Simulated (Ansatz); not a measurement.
Species: N2H4, charge 1, doublet. N2H4+ (parent SMILES NN, doublet).
B3LYP-D3(BJ)/def2-TZVP minimum from Ansatz (a first-principles code):
```xyz
6

N     -0.1543     0.6357     0.0035
N      0.1543    -0.6357    -0.0035
H     -0.3266     1.1003     0.8871
H     -0.3361     1.1077    -0.8743
H      0.3361    -1.1077     0.8743
H      0.3266    -1.1003    -0.8871
```
Charge +1, spin multiplicity 2.

Total energies in cc-pVTZ, 13 correlated electrons, 2 frozen orbitals. Radicals and triplets start from unrestricted determinants; spin-orbit coupling is neglected. Cores are frozen in correlated methods. No relativity. The spin of H4N2+ (parent SMILES NN, doublet) was assumed, and the state is the lowest solution found for it.

```json
[
 {"method": "HF", "program": "Ansatz", "energy (Eh)": "-110.97236", "minus CCSDT(Q) (mEh)": "437.48"},
 {"method": "MP2", "program": "Ansatz", "energy (Eh)": "-111.37418", "minus CCSDT(Q) (mEh)": "35.67"},
 {"method": "CCSD", "program": "Ansatz", "energy (Eh)": "-111.39400", "minus CCSDT(Q) (mEh)": "15.84"},
 {"method": "CCSD(T)", "program": "Ansatz", "energy (Eh)": "-111.40886", "minus CCSDT(Q) (mEh)": "0.98"},
 {"method": "CCSDT(Q)", "program": "Ansatz", "energy (Eh)": "-111.40984", "minus CCSDT(Q) (mEh)": "0.00"}
]
```

Rough core times of Ansatz's runs on a shared machine: CCSD(T) under 20 s, CCSDT(Q) 20 min.
